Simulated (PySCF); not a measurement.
An unknown is described by computed data only.

Formula: C2H2Cl3F.

| Quantity | Value |
| --- | --- |
| UV, first state | lowest singlet excitation: 6.61 eV (188 nm, f = 0.000) [TDDFT wB97X-D/def2-SVPD] |
| Rotational structure | rotational constants A, B, C: 1.908, 1.567, 1.426 GHz [PBE0-D3(BJ)/def2-SVP] |
| UV, strongest line | among the 10 lowest singlet transitions: S8 at 8.08 eV (153 nm, f = 0.023) [TDDFT wB97X-D/def2-SVPD] |
| NMR, other nuclei | isotropic shieldings of nuclei other than C and H, by class: 388 (1 F), 514 (3 Cl) ppm [GIAO PBE0/pcSseg-1] |
| 13C NMR | chemical shifts (computed TMS as zero) by class: 118.3 (1 C), 93.0 (1 C) ppm [GIAO PBE0/pcSseg-1] |
| Valence photoelectron | vertical ionisation energy: 11.41 eV [ΔSCF wB97X-D/def2-SVPD] |
| XPS | Cl2p3/2 206.8 (×3), C1s 294.3, C1s 295.6, F1s 693.4, Cl1s 2829.4 (×3) eV [ΔSCF SCAN, pcX-2 on the ionised atom, pcseg-1 elsewhere, spin-free X2C, 2p3/2 from a spin–orbit splitting computed afterwards within the 2p shell] |

Gas-phase values; electronic properties from PySCF, density fitting. Levels stand in brackets. Geometry: PBE0-D3(BJ)/def2-SVP; no solvent, vibrations or thermal averaging. NMR classes are plain means over equivalent atoms (diastereotopic ones count apart unless rotation or inversion swaps them), as if these changed places fast.

Question: Give a SMILES that accounts for the data.

Answer: Numbering: `[F:1][CH2:2][C:3]([Cl:4])([Cl:5])[Cl:6]`. Its formula, C2H2Cl3F, gives 0 degrees of unsaturation, so no ring and no π bond. 2 carbons fall into 2 classes; from least to most shielded: CCl3 carbon [C3] (118.3 ppm), sp3 C–F carbon [C2] (93.0 ppm). The other shieldings belong to: 388 ppm, alkyl fluorine [F1]; 514 ppm, chlorine of a CCl3 group [Cl4/Cl5/Cl6]. The core levels belong to: Cl2p3/2 206.8 eV, chlorine of a CCl3 group [Cl4/Cl5/Cl6]; C1s 294.3 eV, sp3 C–F carbon [C2]; C1s 295.6 eV, CCl3 carbon [C3]; F1s 693.4 eV, alkyl fluorine [F1]; Cl1s 2829.4 eV, chlorine of a CCl3 group [Cl4/Cl5/Cl6]. One atom of each topological class was ionised and stands for its class. The first electron is taken from the HOMO, whose largest Löwdin shares are 0.37 on a chlorine of a CCl3 group, 0.36 on a chlorine of a CCl3 group and 0.26 on a chlorine of a CCl3 group. The optimised geometry has point group Cs and is an asymmetric top. Structure: `ClC(CF)(Cl)Cl` (1,1,1-trichloro-2-fluoroethane). Computed isomers that give other values at the same levels: `F[C@H](Cl)C(Cl)Cl` (13C chemical shifts (computed TMS as zero) by class: 108.1 (1 C), 84.0 (1 C) ppm). The assignments are read from this structure; whether some other isomer fits the data as well wasn't checked. NMR values of atoms bound to several Cl lack the spin–orbit term that these neighbours bring.

The values belong to the conformer `[F:1][CH2:2][C:3]([Cl:4])([Cl:5])[Cl:6]`: F1–C2–C3–Cl4 60°.
